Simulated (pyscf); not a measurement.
Thermochemistry of product channels of Ga–AsH₂ [singlet] + SiH₄ on the singlet surface, in kcal/mol, from ωB97M-D3(BJ)/def2-TZVP energies (ideal gas, 1 atm, RRHO with modes under 100 cm⁻¹ raised to 100, one conformer, R ln 2 for chiral ones without a mode under 150 cm⁻¹). Structures and frequencies: ωB97X-D3(BJ)/def2-SVP in PySCF.

```json
[
 {"products": "H₃Si–AsH–Ga [singlet] + H₂", "ΔE": "-5.5", "ΔH(298 K)": "-6.3", "ΔG(600 K)": "-3.6", "ΔG(1200 K)": "-2.9"},
 {"products": "H₃Si–Ga=AsH + H₂", "ΔE": "___", "ΔH(298 K)": "+10.9", "ΔG(600 K)": "+12.4", "ΔG(1200 K)": "+11.6"}
]
```

### Question
Fill in the missing entries.

### Answer

- H₃Si–Ga=AsH + H₂, ΔE: +12.1

These are energies of the channels, which say nothing of barriers. Elements up to Kr have no core potential and no relativistic terms here.
